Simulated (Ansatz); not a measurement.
H2S ··· C2H2

The pair of H2S (SMILES S, atoms 1–3) and C2H2 (SMILES C#C, atoms 4–7), both closed shells, in one local arrangement (a lower one may exist), relaxed at PBE0-D4/def2-TZVP:

S1  (-0.787, 0.032, -2.437)
H2  (0.358, 0.694, -2.664)
H3  (-0.177, -1.161, -2.515)
C4  (-0.037, 0.118, 1.337)
C5  (0.340, 0.100, 2.474)
H6  (-0.367, 0.132, 0.320)
H7  (0.671, 0.086, 3.486)
(Å)

Computed with Ansatz 0.2.0 (basis: def2-TZVPPD, with def2-QZVPPD for the basis limit); correlated methods freeze the cores. B3LYP uses VWN-RPA correlation. Extrapolation: Hartree–Fock as exp(−7.88 √X), correlation as X^−2.97. Interaction energies count from these two fragments, frozen as in the pair, with the counterpoise correction; negative means bound.

Q: What is the interaction energy by CCSD(T) at an estimated basis limit (MP2 extrapolated from triple and quadruple zeta, plus CCSD(T) − MP2 in triple zeta)? (An estimate is asked for; the value comes from the calculation.)

A: By the calculation: -6.4 kJ/mol. Hartree–Fock alone gives -1.5 kJ/mol at the basis limit. It counts from the two fragments frozen as in the pair.

The same quantity by other methods in triple zeta, and each one's difference from that estimate:
```csv
method,E_int (kJ/mol),difference
PBE-D4,-8.3,-1.8
revPBE-D4,-7.0,-0.5
BLYP-D4,-6.5,-0.1
r2SCAN-D4,-6.1,0.4
B97M-V,-6.9,-0.4
PBE0-D4,-7.9,-1.4
B3LYP-D4,-7.0,-0.6
HSE06-D4,-7.9,-1.5
wB97X-V,-6.4,0.0
wB97M-V,-6.2,0.2
B2PLYP,-4.7,1.8
HF,-1.5,4.9
MP2,-6.2,0.3
CCSD,-4.9,1.6
CCSD(T),-5.7,0.8
```
Differences are method less estimate.

Q: Which atoms make the shortest contact between the fragments?

A: S1 and H6, 2.79 Å apart.

Basis-set superposition shift (counterpoise-corrected less uncorrected): CCSD(T) 1.7; MP2 1.6; HF 0.3; PBE0-D4 0.3; wB97M-V 0.4 kJ/mol.

No T1 diagnostic of these runs exceeds 0.014.

For scale, one of the runs: CCSD(T)/def2-TZVPPD, 193 basis functions, launched by `ansatz run in.yaml --threads 2 --pin off --events-out ev --progress --plain --max-ram 5222MiB`. Hardware: 2 CPU threads of an Arm Neoverse V1, shared host. Wall time 32 s; peak host memory 2.1 GiB.
